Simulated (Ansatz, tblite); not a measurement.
Removing and adding an electron: PF₃. Charge 0, multiplicity 1. Geometry: r2SCAN-D4/def2-TZVP. Ansatz, gas phase; energy differences of separate SCF runs; the oxidised species was run as a doublet alone; the reduced species was run as a doublet alone.

```
atom    x (Å)    y (Å)    z (Å)
  P1   0.4951   0.2400   0.2056
  F2  -0.1040   0.7347  -1.1665
  F3  -0.8311   0.3326   1.0536
  F4   0.4401  -1.3074  -0.0927
```

The xTB rows come from tblite. Correlated methods freeze 8 core orbitals. HOMO above LUMO, or a gap near zero within one spin, warns that the state may not be the lowest or that an electron is smeared out.

```json
{"level": "GFN1-xTB", "−HOMO (eV)": "14.55", "vertical IE (eV)": "19.64", "−LUMO (eV)": "7.15", "vertical EA (eV)": "1.68", "HOMO–LUMO gap (eV)": "7.41", "IE − EA (eV)": "17.95", "remarks": "–"}
{"level": "GFN2-xTB", "−HOMO (eV)": "12.89", "vertical IE (eV)": "16.76", "−LUMO (eV)": "5.58", "vertical EA (eV)": "2.13", "HOMO–LUMO gap (eV)": "7.32", "IE − EA (eV)": "14.63", "remarks": "–"}
{"level": "LDA (SPW92)/def2-TZVP", "−HOMO (eV)": "7.92", "vertical IE (eV)": "12.00", "−LUMO (eV)": "1.43", "vertical EA (eV)": "–", "HOMO–LUMO gap (eV)": "6.49", "IE − EA (eV)": "–", "remarks": "–"}
{"level": "PBE-D4/def2-TZVP", "−HOMO (eV)": "7.74", "vertical IE (eV)": "11.72", "−LUMO (eV)": "1.16", "vertical EA (eV)": "–", "HOMO–LUMO gap (eV)": "6.58", "IE − EA (eV)": "–", "remarks": "–"}
{"level": "PBE-D4/def2-TZVPD", "−HOMO (eV)": "7.88", "vertical IE (eV)": "–", "−LUMO (eV)": "1.39", "vertical EA (eV)": "-1.25", "HOMO–LUMO gap (eV)": "6.49", "IE − EA (eV)": "–", "remarks": "HOMO above zero (-1 doublet), gap within one spin near zero (-1 doublet)"}
{"level": "r2SCANh-D4/def2-TZVP", "−HOMO (eV)": "8.60", "vertical IE (eV)": "11.88", "−LUMO (eV)": "0.54", "vertical EA (eV)": "–", "HOMO–LUMO gap (eV)": "8.05", "IE − EA (eV)": "–", "remarks": "–"}
{"level": "PBE0-D4/def2-TZVPD", "−HOMO (eV)": "9.30", "vertical IE (eV)": "–", "−LUMO (eV)": "0.46", "vertical EA (eV)": "-1.35", "HOMO–LUMO gap (eV)": "8.84", "IE − EA (eV)": "–", "remarks": "HOMO above zero (-1 doublet)"}
{"level": "CCSD/def2-TZVPP", "−HOMO (eV)": "–", "vertical IE (eV)": "12.18", "−LUMO (eV)": "–", "vertical EA (eV)": "–", "HOMO–LUMO gap (eV)": "–", "IE − EA (eV)": "–", "remarks": "–"}
```

Task: Estimate the rows for HF/def2-TZVP, r2SCAN-D4/def2-TZVP, r2SCAN-D4/def2-TZVPD, PBE0-D4/def2-TZVP, CAM-B3LYP-D4/def2-TZVP, ωB97X-V/def2-TZVP, MP2/def2-TZVPP, CCSD(T)/def2-TZVPP.

Result: 
```csv
level,−HOMO (eV),vertical IE (eV),−LUMO (eV),vertical EA (eV),HOMO–LUMO gap (eV),IE − EA (eV),remarks
HF/def2-TZVP,12.69,11.50,-3.36,–,16.04,–,–
r2SCAN-D4/def2-TZVP,8.05,11.79,0.89,–,7.16,–,–
r2SCAN-D4/def2-TZVPD,8.14,–,1.05,-1.34,7.09,–,HOMO above zero (-1 doublet)
PBE0-D4/def2-TZVP,9.21,12.00,0.20,–,9.00,–,–
CAM-B3LYP-D4/def2-TZVP,10.69,12.22,-0.89,–,11.58,–,–
ωB97X-V/def2-TZVP,11.63,12.10,-2.07,–,13.70,–,–
MP2/def2-TZVPP,–,12.02,–,–,–,–,–
CCSD(T)/def2-TZVPP,–,12.12,–,–,–,–,–
```

Relaxing the reduced species (r2SCAN-D4/def2-TZVPD) changes its energy by -1.17 eV at PBE-D4/def2-TZVPD, so the adiabatic electron affinity to this nearest minimum is -0.07 eV. At PBE0-D4/def2-TZVPD it is -0.32 eV. The highest occupied level of the relaxed charge -1 doublet lies above zero (up to 1.29 eV). Energy differences put its binding near zero (-0.07 eV; each at its own geometry, to the charge 0 singlet, at PBE-D4/def2-TZVPD), which leaves it undecided.     A HOMO above zero means that the electron is unbound at that level or that self-interaction error raises the level; the energy of removing that electron tells which. Raw xTB energy differences between charge states are shifted by several eV; the methods need an empirical correction for them. A negative affinity means that the extra electron isn't bound; its size then hangs on the basis.
